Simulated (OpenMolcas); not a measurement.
**[NO2]+ (SMILES O=[N+]=O) at 6 levels**

We compute a comparison of 6 runs (B2PLYP/STO-3G, B3LYP/STO-3G, PBE0/STO-3G, UPBE/STO-3G, r2SCAN/STO-3G, MP2/STO-3G) of [NO2]+. 

The calculation is run with OpenMolcas 26.06.

3 further runs of the same task are left out: 1 for a known fault of the program, 2 that didn't finish.

### 1 Starting point

[NO2]+ has 3 atoms, charge +1, and is taken as a singlet. As SMILES, `O=[N+]=O`. The N2–O3 distance was set to 1.665 Å, away from the relaxed value.

Bond lengths: O1–N2 1.110 Å. A long bond or contact: N2–O3 1.665 Å.

### 2 The energy at B2PLYP/STO-3G (run 1)

The input, calc.input:

```
&gateway
baslib
$CurrDir
coord
3
angstrom
O       -0.859454       1.390478      -0.314361
N       -0.286484       0.463448      -0.104781
O        0.572990      -0.927010       0.209580
basis
STO-3G
group
NoSym
&seward
gridinput
Grid=UltraFine
End of Grid
&scf
charge
1
ksdft
B2PLYP_SCF
thresholds
1e-10 1e-07 1e-07 1e-05
prorbitals
1 1
&mbpt2
frozen
3
```

The basis set STO-3G is read from a file made from the Basis Set Exchange's data (not shown).

The run is started by

```console
$ export MOLCAS_MEM=1860
$ pymolcas calc.input > calc.log
```

Standard output:

```text
--- Start Module: gateway ---
[...]
--- Stop Module: gateway /rc=_RC_ALL_IS_WELL_ ---
[...]
      Basis functions           15
[...]
--- Start Module: scf ---
[...]
       Convergence after  17 Iterations
[...]
::    Total KS-DFT energy                            -201.5023614968
[...]
      Total spin, S                                     0.0000000000
[...]
      Total electronic charge=   22.000000
      Total            charge=    1.000000
[...]
      Dipole Moment (debye):
      Origin of the operator (angstrom)=   -0.1868    0.3023   -0.0683
                   X= -4.1830E-01               Y=  6.7675E-01               Z= -1.5300E-01           Total=  8.1017E-01
      Center of Charge (angstrom)
[...]
--- Stop Module: scf /rc=_RC_ALL_IS_WELL_ ---
[...]
--- Start Module: mbpt2 ---
[...]
 ###    WARNING: MP2 implementation intended for RHF references only         ###
 ###############################################################################
MBPT2 WARNING: Reference function according to RunFile:KS-DFT
I'll assume you know what you're doing and continue
WARNING!
Default frozen orbitals as non valence orbitals is overwritten by user input.
Default values:   3
[...]
       Reference weight ( Cref**2 )         =        0.70564
::    Total MBPT2 energy                             -201.8991139071
[...]
      Total MBPT2 calculations                           0.04      0.04
--- Stop Module: mbpt2 /rc=_RC_ALL_IS_WELL_ ---
[...]
```

Wall time 3.9 s (1 thread of Arm Neoverse V1, shared host); peak memory 0.37 GiB.

### 3 A single-point energy at B3LYP/STO-3G (run 2)

The input, calc.inp:

```
&gateway
baslib=$CurrDir
coord
3
angstrom
O       -0.859454       1.390478      -0.314361
N       -0.286484       0.463448      -0.104781
O        0.572990      -0.927010       0.209580
basis=STO-3G
group=NoSym
&seward
gridinput
Grid=UltraFine
End of Grid
&scf
charge=1
ksdft=B3LYP
thresholds=1e-10 1e-07 1e-07 1e-05
prorbitals=1 1
```

The basis set STO-3G is read from a file made from the Basis Set Exchange's data (not shown).

The run is started by

```console
$ export MOLCAS_MEM=1860
$ pymolcas calc.inp > calc.log
```

Standard output:

```text
--- Start Module: gateway ---
[...]
--- Stop Module: gateway /rc=_RC_ALL_IS_WELL_ ---
--- Start Module: seward ---
[...]
      Basis functions           15
--- Stop Module: seward /rc=_RC_ALL_IS_WELL_ ---
--- Start Module: scf ---
[...]
       Convergence after  23 Iterations
[...]
::    Total KS-DFT energy                            -201.8233965328
[...]
      Total spin, S                                     0.0000000000
[...]
      Total electronic charge=   22.000000
      Total            charge=    1.000000
[...]
      Dipole Moment (debye):
      Origin of the operator (angstrom)=   -0.1868    0.3023   -0.0683
                   X= -1.4541E-01               Y=  2.3527E-01               Z= -5.3189E-02           Total=  2.8165E-01
      Center of Charge (angstrom)
[...]
--- Stop Module: scf /rc=_RC_ALL_IS_WELL_ ---
[...]
```

Run time: 5.1 s. Hardware: 1 thread of Arm Neoverse V1, shared host; peak memory 0.37 GiB.

Runs 3 to 5 aren't shown in full; the table further down has their settings and results.

### 4 The energy at MP2/STO-3G (run 6)

The input, calc.input:

```
* NO2 MP2
>>> EXPORT MOLCAS_PRINT=2

&GATEWAY
 BasLib=$CurrDir
 Coord
 3
 angstrom
 O       -0.859454       1.390478      -0.314361
 N       -0.286484       0.463448      -0.104781
 O        0.572990      -0.927010       0.209580
 Basis=STO-3G
 Group=NoSym

&SEWARD

&SCF
 Charge=1
 Thresholds=1e-10 1e-07 1e-07 1e-05
 PrOrbitals=1 1

&MBPT2
 Frozen=3
```

The basis set STO-3G is read from a file made from the Basis Set Exchange's data (not shown).

The run is started by

```console
$ export MOLCAS_MEM=1860
$ pymolcas calc.input > calc.log
```

Standard output:

```text
--- Start Module: gateway ---
[...]
--- Stop Module: gateway /rc=_RC_ALL_IS_WELL_ ---
[...]
      Basis functions           15
[...]
--- Start Module: scf ---
[...]
       Convergence after  20 Iterations
[...]
::    Total SCF energy                               -200.8754885957
[...]
      Total spin, S                                     0.0000000000
[...]
      Total electronic charge=   22.000000
      Total            charge=    1.000000
[...]
      Dipole Moment (debye):
      Origin of the operator (angstrom)=   -0.1868    0.3023   -0.0683
                   X= -8.6851E-01               Y=  1.4051E+00               Z= -3.1767E-01           Total=  1.6821E+00
      Center of Charge (angstrom)
[...]
--- Stop Module: scf /rc=_RC_ALL_IS_WELL_ ---
--- Start Module: mbpt2 ---
[...]
WARNING!
Default frozen orbitals as non valence orbitals is overwritten by user input.
Default values:   3
[...]
       Reference weight ( Cref**2 )         =        0.88284
::    Total MBPT2 energy                             -201.1029659681
[...]
      Total MBPT2 calculations                           0.04      0.04
--- Stop Module: mbpt2 /rc=_RC_ALL_IS_WELL_ ---
[...]
```

Wall time 1.8 s (1 thread of Arm Neoverse V1, shared host); peak memory 0.37 GiB.

### 5 The series

| run | level | frozen core orbitals | scramble | energy (Eh) | HOMO energy (eV) | LUMO energy (eV) | HOMO–LUMO gap (eV) | wall time |
| --- | --- | --- | --- | --- | --- | --- | --- | --- |
| 1 | B2PLYP/STO-3G | 3 | – | -201.609485 | -17.58 | -10.30 | 7.27 | 3.9 s |
| 2 | B3LYP/STO-3G | – | – | -201.823397 | -16.32 | -12.01 | 4.31 | 5.1 s |
| 3 | PBE0/STO-3G | – | – | -201.645268 | -16.48 | -11.75 | 4.73 | 4.5 s |
| 4 | UPBE/STO-3G | – | 0.25 | -201.671783 | -15.22 | -13.40 | 1.83 | 9.3 s |
| 5 | r2SCAN/STO-3G | – | – | -201.790053 | -15.53 | -12.91 | 2.62 | 6 s |
| 6 | MP2/STO-3G | 3 | – | -201.102966 | -19.59 | -7.60 | 11.99 | 1.8 s |

### 6 What came out

```
                                          quantity          value
                               run 6: total energy  -201.10297 Eh
        run 6: HOMO energy (Hartree–Fock orbitals)      -19.59 eV
        run 6: LUMO energy (Hartree–Fock orbitals)       -7.60 eV
      run 6: HOMO–LUMO gap (Hartree–Fock orbitals)       11.99 eV
run 6: correlation energy (3 core orbitals frozen)     -227.5 mEh
```

Over runs 1, 2, 3, 4, 5 the HOMO–LUMO gap runs from 1.83 eV (UPBE/STO-3G) to 7.27 eV (B2PLYP/STO-3G). A double hybrid's value is that of its SCF part. For B2PLYP the log adds the whole second-order term; the table takes 0.27 of it, as the functional is defined. Totals of different functionals can't be ranked against each other. In runs 1, 2, 3, 4, 5, 6 the basis is minimal, so the values are rough. All runs together took 31 s, the longest 9.3 s.
